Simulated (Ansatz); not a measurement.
Reaction (substitution at a C–O bond): `NC1(O)C=C1` + H–F → `NC1(F)C=C1` + H₂O

Program: Ansatz. Geometries: PBE0-D4/def2-TZVP. ΔE: electronic, gas phase. CBS: MP2 limit from def2 TZ/QZ plus the TZ coupled-cluster correction, frozen cores. This one scheme is used for every species. DFT in def2-TZVPP. One conformer a species, not always the lowest.

CCSD(T)/CBS gives -8.6 kJ/mol.

(1) Another level gave -16.3 kJ/mol. Which?
A. BLYP/def2-TZVPP
B. LDA (SPW92)/def2-TZVPP
C. BHLYP-D4/def2-TZVPP
D. MP2/def2-TZVPP

Largest T1 diagnostic among the species: 0.011.

Answers

(1) C. BHLYP-D4 -16.3, LDA (SPW92) -10.1, BLYP -22.2, MP2/def2-TZVPP -4.6 kJ/mol.

The D4 term adds +3.5 kJ/mol with B3LYP and +1.9 kJ/mol with PBE0; it sums over pairs of atoms, weighted by their polarisabilities, and B3LYP, whose exchange is more repulsive, gets the larger term. In def2-TZVPP, CCSD(T) changes the Hartree–Fock value by +11.8 kJ/mol (the triples alone add +1.5 kJ/mol) and MP2 by +15.9 kJ/mol.

B3LYP here is the variant with VWN-RPA as its local correlation; programs differ in this.
